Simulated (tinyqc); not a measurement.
UKS/PBE0 in the sto-3g basis, for H2O+, spin multiplicity 2, step by step (part 2 of 2). Computed by tinyqc, a small Python program that keeps every step (integrals from PySCF). Command: `OMP_NUM_THREADS=1 python tinyqc.py 25353 25354 out.jsonl` (the two numbers bound the seeds that draw the settings). One thread of a shared host (Intel(R) Xeon(R) Processor @ 2.60GHz), about 3 s of CPU time with the checks.

Geometry (angstrom):
```
atom         x          y         z
O     0.000000   0.000000  0.000000
H     0.000000   1.034000  0.860000
H     0.000000  -1.034000  0.860000
```

## Iteration 2: exchange-correlation on the grid

D(alpha) after iteration 1, lower triangle:
```
            1O 1s      1O 2s     1O 2px     1O 2py     1O 2pz      2H 1s     3H 1s
1O 1s    1.059294
1O 2s   -0.251126   1.066409
1O 2px  -0.000555   0.003377   0.999845
1O 2py  -0.001835   0.009100  -0.003113   0.982471
1O 2pz   0.000726  -0.001894   0.001894  -0.002521   0.994457
2H 1s    0.002978  -0.021524   0.001226   0.015941   0.018743   0.001059
3H 1s   -0.003477   0.007587  -0.013344  -0.027323  -0.002351  -0.000662  0.001007
```

D(beta) after iteration 1, lower triangle:
```
            1O 1s      1O 2s     1O 2px     1O 2py    1O 2pz      2H 1s     3H 1s
1O 1s    1.056061
1O 2s   -0.238566   1.018531
1O 2px   0.049444  -0.182428   0.049849
1O 2py  -0.003614   0.014514   0.060558   0.967464
1O 2pz   0.008091  -0.029518  -0.107360   0.001411  0.978777
2H 1s   -0.002548  -0.004136   0.000358   0.036654  0.024086   0.002007
3H 1s   -0.005304   0.013511  -0.004857  -0.032100  0.002269  -0.001206  0.001270
```

Becke grid with 10 radial and 26 angular points per atom, points of zero weight dropped. rho = sum D_ij phi_i phi_j; V_xc,ij = sum w v_xc phi_i phi_j plus the gradient terms; v_xc is d(rho eps)/d rho(s) for spin s at fixed gradient. Exact exchange is left to K.

The 12 grid points with the largest w rho, of 774 (bohr, atomic units):
```
x                  y          z         w  rho(alpha)  rho(beta)     eps_xc  v_xc(alpha)
0.000000    0.000000  -1.190694  0.543240    0.169804   0.169862  -0.452925    -0.563112
0.000000    0.000000   1.190694  0.529149    0.169854   0.163006  -0.450267    -0.562392
0.000000    1.190694   0.000000  0.514063    0.169584   0.168339  -0.452131    -0.562825
0.000000   -1.190694   0.000000  0.514063    0.168603   0.164381  -0.450137    -0.561724
0.000000    0.841948  -0.841948  0.434407    0.170061   0.169404  -0.452849    -0.563281
0.000000   -0.841948  -0.841948  0.434407    0.168196   0.167074  -0.451172    -0.561241
-1.190694   0.000000   0.000000  0.543122    0.170005   0.074177  -0.420782    -0.547266
-0.841948   0.000000   0.841948  0.431292    0.169702   0.136861  -0.440681    -0.558432
-0.841948  -0.841948   0.000000  0.429137    0.168695   0.131868  -0.438374    -0.556826
-0.841948   0.841948   0.000000  0.429137    0.170174   0.119189  -0.434772    -0.556021
-0.841948   0.000000  -0.841948  0.434592    0.170054   0.114592  -0.433224    -0.555107
0.000000    0.000000  -0.663242  0.111665    0.536212   0.536360  -0.637496    -0.835339
```

electrons on the grid, sum of w rho = 8.970154

E_xc = sum of w rho eps_xc = -6.91542656 hartree

V_xc(alpha) (hartree), lower triangle:
```
            1O 1s      1O 2s     1O 2px     1O 2py     1O 2pz      2H 1s      3H 1s
1O 1s   -2.272509
1O 2s   -0.320939  -0.636560
1O 2px   0.000153   0.001474  -0.633932
1O 2py  -0.000100  -0.000519   0.000059  -0.633830
1O 2pz  -0.000075  -0.000536   0.000025   0.000198  -0.634554
2H 1s   -0.030060  -0.111242   0.000283  -0.066235  -0.055318  -0.154436
3H 1s   -0.030055  -0.111317   0.000352   0.066313  -0.055419  -0.025709  -0.156105
```

V_xc(beta) (hartree), lower triangle:
```
            1O 1s      1O 2s     1O 2px     1O 2py     1O 2pz      2H 1s      3H 1s
1O 1s   -2.258208
1O 2s   -0.313027  -0.589283
1O 2px   0.002177   0.025799  -0.534912
1O 2py  -0.000248  -0.002272  -0.005867  -0.612489
1O 2pz   0.000296   0.002919   0.010325  -0.000358  -0.612884
2H 1s   -0.029366  -0.105356   0.003627  -0.065261  -0.053881  -0.158879
3H 1s   -0.029350  -0.104844   0.004498   0.064338  -0.053521  -0.024799  -0.155606
```

## Iteration 2: building the Kohn-Sham matrix

core Hamiltonian H = T + V (hartree), lower triangle:
```
             1O 1s      1O 2s     1O 2px     1O 2py     1O 2pz      2H 1s      3H 1s
1O 1s   -32.402194
1O 2s    -7.537362  -9.030064
1O 2px    0.000000   0.000000  -7.201507
1O 2py    0.000000   0.000000   0.000000  -7.263913
1O 2pz   -0.010057  -0.126057   0.000000   0.000000  -7.244677
2H 1s    -0.697851  -1.840317   0.000000  -1.115305  -0.952611  -3.845721
3H 1s    -0.697851  -1.840317   0.000000   1.115305  -0.952611  -0.552428  -3.845721
```

nuclear repulsion = 6.55140137 hartree

Given earlier and not repeated: Two-electron integrals (ij|kl) in chemists' order.

J_ij = sum D_kl (ij|kl) with D = D(alpha) + D(beta), K_ij = sum D_kl (ik|jl) for each spin; F = H + J - 0.25 K(s) + V_xc; E = tr D H + tr D J / 2 - 0.125 sum_s tr D(s) K(s) + E_xc + E_nn.

Coulomb J (hartree), lower triangle:
```
            1O 1s      1O 2s     1O 2px     1O 2py    1O 2pz     2H 1s     3H 1s
1O 1s   17.312072
1O 2s    3.253907   7.914561
1O 2px  -0.011293  -0.061850   7.847783
1O 2py   0.001305   0.006541   0.005620   7.936134
1O 2pz  -0.001231  -0.005055  -0.010126  -0.000021  7.936716
2H 1s    0.299859   1.558250  -0.009697   1.007252  0.836341  3.488160
3H 1s    0.299802   1.556766  -0.010739  -1.004475  0.835583  0.456924  3.483823
```

exchange K(alpha) (hartree), lower triangle:
```
           1O 1s     1O 2s     1O 2px     1O 2py    1O 2pz     2H 1s     3H 1s
1O 1s   4.914884
1O 2s   0.855317  1.422758
1O 2px  0.000024  0.000896   1.172995
1O 2py  0.000209  0.002874  -0.001008   1.168005
1O 2pz  0.000412  0.000816   0.000481  -0.001419  1.171491
2H 1s   0.083864  0.271280   0.000214   0.153436  0.129674  0.115388
3H 1s   0.083946  0.278884  -0.003831  -0.157922  0.124922  0.050677  0.120754
```

exchange K(beta) (hartree), lower triangle:
```
           1O 1s      1O 2s     1O 2px     1O 2py    1O 2pz     2H 1s     3H 1s
1O 1s   4.887087
1O 2s   0.819520   1.221164
1O 2px  0.002531  -0.168276   0.329111
1O 2py  0.000134   0.012500   0.050995   1.109095
1O 2pz  0.000821  -0.019801  -0.089807   0.003719  1.107993
2H 1s   0.079426   0.245224  -0.036636   0.158209  0.124061  0.118064
3H 1s   0.079733   0.245601  -0.051495  -0.150764  0.116452  0.045505  0.114245
```

F(alpha) (hartree), lower triangle:
```
             1O 1s      1O 2s     1O 2px     1O 2py     1O 2pz      2H 1s      3H 1s
1O 1s   -18.591352
1O 2s    -4.818223  -2.107753
1O 2px   -0.011146  -0.060600  -0.280905
1O 2py    0.001153   0.005303   0.005931  -0.253610
1O 2pz   -0.011466  -0.131851  -0.010221   0.000532  -0.235387
2H 1s    -0.449018  -0.461130  -0.009468  -0.212647  -0.204006  -0.540844
3H 1s    -0.449091  -0.464589  -0.009430   0.216624  -0.203677  -0.133883  -0.548192
```

F(beta) (hartree), lower triangle:
```
             1O 1s      1O 2s     1O 2px     1O 2py     1O 2pz      2H 1s      3H 1s
1O 1s   -18.570101
1O 2s    -4.801361  -2.010077
1O 2px   -0.009749   0.006018   0.029087
1O 2py    0.001023   0.001143  -0.012995  -0.217541
1O 2pz   -0.011197  -0.123242   0.022651  -0.001309  -0.197842
2H 1s    -0.447215  -0.448730   0.003089  -0.212866  -0.201166  -0.545956
3H 1s    -0.447332  -0.449796   0.006633   0.212860  -0.199662  -0.131679  -0.546066
```

total energy of this density = -74.13183434 hartree

## Iteration 2: diagonalisation and new density

X:
```
                1          2          3         4          5          6         7
1O 1s   -0.442650   0.000000   0.670375  0.000000  -0.598539   0.000000  0.244283
1O 2s    0.900661   0.000000  -0.273539  0.000000  -0.314130   0.000000  0.484197
1O 2px   0.000000   0.000000   0.000000  1.000000   0.000000   0.000000  0.000000
1O 2py   0.000000   0.775389   0.000000  0.000000   0.000000   0.698572  0.000000
1O 2pz   0.400675   0.000000   0.694301  0.000000   0.599762   0.000000  0.230060
2H 1s   -0.539724  -0.666737  -0.245420  0.000000   0.205965   0.406206  0.389221
3H 1s   -0.539724   0.666737  -0.245420  0.000000   0.205965  -0.406206  0.389221
```

Diagonalise F' = X^T F X, C = X C', fill 5 alpha and 4 beta electrons from the bottom; D(s) = C_occ C_occ^T. Each column has its largest component positive (the first on a tie).

F' = X^T F X (alpha) (hartree), lower triangle:
```
           1          2          3          4          5          6          7
1  -1.387659
2   0.002485  -0.073714
3   2.719001   0.000957  -6.591269
4  -0.043542   0.004624   0.006646  -0.280905
5  -2.795058  -0.001068   7.252049   0.015685  -8.523968
6   0.001217   0.149788  -0.002087   0.004128  -0.000775  -0.502898
7   1.451802   0.000520  -4.014200  -0.041772   4.705292   0.004976  -3.584766
```

orbital energies (alpha) (hartree): MO1 -18.602358, MO2 -0.989590, MO3 -0.549973, MO4 -0.417808, MO5 -0.273421, MO6 -0.085572, MO7 -0.026459

coefficients C (alpha):
```
              MO1        MO2        MO3        MO4        MO5        MO6        MO7
1O 1s    0.993440  -0.230770   0.003211  -0.142106   0.039901  -0.035916  -0.001376
1O 2s    0.027144   0.847974  -0.012598   0.650994  -0.165613   0.218881   0.007105
1O 2px   0.000691   0.076772   0.006654   0.173340   0.978934  -0.072647   0.020630
1O 2py  -0.000074  -0.007922  -0.433727  -0.007139  -0.016368  -0.016219   0.948929
1O 2pz   0.002019   0.170527  -0.004353  -0.362926   0.120212   0.937949   0.014808
2H 1s   -0.003999   0.196187  -0.586819  -0.551180   0.064809  -0.436765  -0.522843
3H 1s   -0.004021   0.206190   0.588102  -0.556734   0.034554  -0.447630   0.505050
```

F' = X^T F X (beta) (hartree), lower triangle:
```
           1          2          3          4          5          6          7
1  -1.332848
2  -0.000121  -0.058980
3   2.709775   0.000442  -6.565287
4   0.013565  -0.007714   0.005159   0.029087
5  -2.802684  -0.000506   7.264945   0.019532  -8.492951
6   0.000139   0.170792  -0.000895  -0.010518  -0.001750  -0.484504
7   1.500372   0.000226  -4.014954   0.009527   4.688984   0.000447  -3.540304
```

orbital energies (beta) (hartree): MO1 -18.580444, MO2 -0.910827, MO3 -0.544677, MO4 -0.385078, MO5 -0.059533, MO6 -0.002005, MO7 0.036775

coefficients C (beta):
```
              MO1        MO2        MO3        MO4        MO5        MO6        MO7
1O 1s    0.993664  -0.217935   0.000665  -0.164521  -0.035479  -0.003687  -0.007887
1O 2s    0.026258   0.791295  -0.003143   0.738071   0.213120   0.020288   0.041347
1O 2px   0.000512  -0.014164   0.012644   0.016981  -0.213943   0.272087   0.937842
1O 2py  -0.000059  -0.001018   0.401934   0.001936  -0.030422   0.921163  -0.279658
1O 2pz   0.001945   0.173503   0.004487  -0.340437   0.929156   0.088811   0.194919
2H 1s   -0.003877   0.254167   0.607684  -0.543531  -0.400576  -0.511186   0.062414
3H 1s   -0.003893   0.255954  -0.600762  -0.552357  -0.433239   0.440326  -0.204611
```

D(alpha) after iteration 2, lower triangle:
```
            1O 1s      1O 2s     1O 2px     1O 2py    1O 2pz     2H 1s     3H 1s
1O 1s    1.061974
1O 2s   -0.267881   1.171177
1O 2px  -0.002581   0.015755   0.994297
1O 2py   0.000724  -0.003192  -0.020755   0.188501
1O 2pz   0.019010  -0.111459   0.067834   0.001161  0.175269
2H 1s    0.029781  -0.195902  -0.020943   0.255840  0.243831  0.690862
3H 1s    0.030806  -0.200827  -0.042939  -0.253300  0.238800  0.004459  0.699542
```

D(beta) after iteration 2, lower triangle:
```
            1O 1s      1O 2s     1O 2px     1O 2py    1O 2pz     2H 1s     3H 1s
1O 1s    1.061931
1O 2s   -0.267789   1.171595
1O 2px   0.000810   0.001299   0.000649
1O 2py   0.000112  -0.000642   0.005129   0.161556
1O 2pz   0.020133  -0.113937  -0.008181   0.000968  0.146024
2H 1s    0.030583  -0.202056  -0.005148   0.242938  0.231856  0.729322
3H 1s    0.030826  -0.203358  -0.020603  -0.242796  0.229748  0.000220  0.731541
```

## Iteration 15 (converged): orbitals

converged F(alpha) (hartree), lower triangle:
```
             1O 1s      1O 2s     1O 2px     1O 2py     1O 2pz      2H 1s      3H 1s
1O 1s   -19.522527
1O 2s    -5.019130  -2.595926
1O 2px    0.000000  -0.000001  -0.776345
1O 2py    0.000000   0.000000   0.000001  -0.712693
1O 2pz   -0.014204  -0.088808   0.000001   0.000000  -0.704215
2H 1s    -0.467576  -0.538169   0.000000  -0.267857  -0.242269  -0.592165
3H 1s    -0.467576  -0.538169   0.000000   0.267856  -0.242269  -0.145040  -0.592165
```

converged F(beta) (hartree), lower triangle:
```
             1O 1s      1O 2s     1O 2px     1O 2py     1O 2pz      2H 1s      3H 1s
1O 1s   -19.498592
1O 2s    -4.999217  -2.488678
1O 2px    0.000000   0.000000  -0.447910
1O 2py    0.000000   0.000000  -0.000002  -0.653446
1O 2pz   -0.013933  -0.081981  -0.000003   0.000000  -0.646388
2H 1s    -0.465517  -0.525629  -0.000001  -0.267649  -0.242511  -0.622225
3H 1s    -0.465517  -0.525628   0.000000   0.267649  -0.242511  -0.144827  -0.622225
```

As before.

F' = X^T F X (alpha) (hartree), lower triangle:
```
           1          2          3          4          5          6          7
1  -1.721434
2   0.000000  -0.272112
3   2.903054   0.000000  -7.206411
4   0.000000   0.000001   0.000001  -0.776345
5  -2.947185   0.000000   7.374093   0.000001  -9.159532
6   0.000000  -0.063065   0.000000   0.000001   0.000000  -0.799382
7   1.332614   0.000000  -4.196538   0.000000   4.913160   0.000000  -3.913238
```

orbital energies (alpha) (hartree): MO1 -19.532278, MO2 -1.403020, MO3 -0.806820, MO4 -0.776345, MO5 -0.749399, MO6 -0.315919, MO7 -0.264674

coefficients C (alpha):
```
              MO1        MO2        MO3        MO4        MO5        MO6        MO7
1O 1s    0.993921  -0.255549   0.000000  -0.000003   0.068941   0.072986   0.000000
1O 2s    0.025230   0.974121   0.000000   0.000013  -0.319024  -0.409648  -0.000001
1O 2px   0.000000   0.000001  -0.000020   1.000000   0.000047  -0.000001   0.000001
1O 2py   0.000000   0.000000   0.784586   0.000015  -0.000001  -0.000002   0.688227
1O 2pz   0.001998   0.122525   0.000001  -0.000040   0.833877  -0.587255  -0.000002
2H 1s   -0.003710   0.072015   0.325314  -0.000004   0.264286   0.685860  -0.709725
3H 1s   -0.003710   0.072015  -0.325313  -0.000019   0.264286   0.685856   0.709729
```

F' = X^T F X (beta) (hartree), lower triangle:
```
           1          2          3          4          5          6          7
1  -1.671103
2   0.000000  -0.263837
3   2.893000   0.000000  -7.170815
4   0.000000  -0.000001  -0.000002  -0.447910
5  -2.945952   0.000000   7.398952  -0.000002  -9.121765
6   0.000000  -0.014638   0.000000  -0.000001   0.000000  -0.780224
7   1.398488   0.000000  -4.189725  -0.000001   4.889280   0.000000  -3.876237
```

orbital energies (beta) (hartree): MO1 -19.507616, MO2 -1.305810, MO3 -0.780639, MO4 -0.713654, MO5 -0.447910, MO6 -0.312841, MO7 -0.263422

coefficients C (beta):
```
              MO1        MO2        MO3        MO4        MO5        MO6        MO7
1O 1s    0.994176  -0.249790   0.000000   0.082551  -0.000001  -0.075295   0.000000
1O 2s    0.024217   0.949030  -0.000001  -0.382848   0.000006   0.413907  -0.000001
1O 2px   0.000000   0.000001   0.000004   0.000009   1.000000  -0.000007  -0.000003
1O 2py   0.000000   0.000000   0.720245  -0.000001  -0.000001   0.000002   0.755300
1O 2pz   0.001922   0.123744   0.000001   0.776343  -0.000002   0.661220  -0.000002
2H 1s   -0.003567   0.104734   0.387166   0.319702  -0.000011  -0.657464  -0.677969
3H 1s   -0.003567   0.104733  -0.387166   0.319703  -0.000004  -0.657460   0.677973
```

D(alpha) after iteration 15, lower triangle:
```
            1O 1s      1O 2s     1O 2px     1O 2py    1O 2pz      2H 1s     3H 1s
1O 1s    1.057938
1O 2s   -0.245853   1.051325
1O 2px   0.000000   0.000000   1.000000
1O 2py   0.000000   0.000000  -0.000001   0.615575
1O 2pz   0.028163  -0.146623  -0.000001   0.000000  0.710368
2H 1s   -0.003871  -0.014256   0.000002   0.255237  0.229198   0.180876
3H 1s   -0.003871  -0.014256   0.000000  -0.255236  0.229198  -0.030782  0.180876
```

D(beta) after iteration 15, lower triangle:
```
            1O 1s      1O 2s    1O 2px     1O 2py    1O 2pz      2H 1s     3H 1s
1O 1s    1.057596
1O 2s   -0.244587   1.047818
1O 2px   0.000001  -0.000003  0.000000
1O 2py   0.000000   0.000000  0.000003   0.518753
1O 2pz   0.035088  -0.179738  0.000007   0.000000  0.618024
2H 1s   -0.003316  -0.023089  0.000005   0.278854  0.261152   0.263089
3H 1s   -0.003316  -0.023089  0.000001  -0.278854  0.261152  -0.036706  0.263089
```

## Convergence

Stop when the energy changes by less than 1e-09 hartree and every element of the error matrix X^T (F D S - S D F) X (for each spin) is below 9e-06.

Course of the cycle:
```
iteration   E (hartree)     change  largest element of the error matrix
1          -68.24109180          -                             3.49e+00
2          -74.13183434  -5.89e+00                             2.70e-01
3          -73.73982064   3.92e-01                             5.33e-01
4          -74.25746380  -5.18e-01                             2.70e-01
5          -74.74015887  -4.83e-01                             1.15e-02
6          -74.74075683  -5.98e-04                             5.13e-03
7          -74.74095665  -2.00e-04                             1.76e-03
8          -74.74101109  -5.44e-05                             1.99e-03
9          -74.74103946  -2.84e-05                             1.46e-04
10         -74.74103978  -3.15e-07                             7.23e-05
11         -74.74103986  -8.08e-08                             2.07e-05
12         -74.74103987  -1.06e-08                             2.30e-05
13         -74.74103987  -1.59e-09                             7.05e-06
14         -74.74103987  -1.09e-09                             2.49e-06
15         -74.74103987  -1.48e-10                             1.28e-06
```

PySCF UKS in the same basis, fine grid, after a stability check = -74.83884056 hartree

Converged in 15 iterations. The coarse grid moves the energy by +9.78e-02 hartree.

## Populations, bond orders and dipole

overlap S, lower triangle:
```
           1O 1s     1O 2s    1O 2px     1O 2py    1O 2pz     2H 1s     3H 1s
1O 1s   1.000000
1O 2s   0.236704  1.000000
1O 2px  0.000000  0.000000  1.000000
1O 2py  0.000000  0.000000  0.000000   1.000000
1O 2pz  0.000000  0.000000  0.000000   0.000000  1.000000
2H 1s   0.021717  0.260597  0.000000   0.191305  0.159113  1.000000
3H 1s   0.021717  0.260597  0.000000  -0.191305  0.159113  0.106517  1.000000
```

Mulliken: Z minus the diagonal of D S on the atom; Loewdin: the same with S^(1/2) D S^(1/2); Mayer order: 2 sum_s sum (D(s) S)_ij (D(s) S)_ji over the two atoms.

Charges (e):
```
atom  Mulliken   Loewdin  Mulliken spin
1O    0.214167  0.280626       1.177790
2H    0.392916  0.359687      -0.088895
3H    0.392917  0.359687      -0.088895
```

Mayer bond orders:
```
pair     order
2-1   0.834771
3-1   0.834771
3-2   0.002943
```

dipole moment about the origin, x y z (debye): 0.000004  -0.000002  3.688151

<S^2> of the determinant (pure state: 0.75) = 0.766627
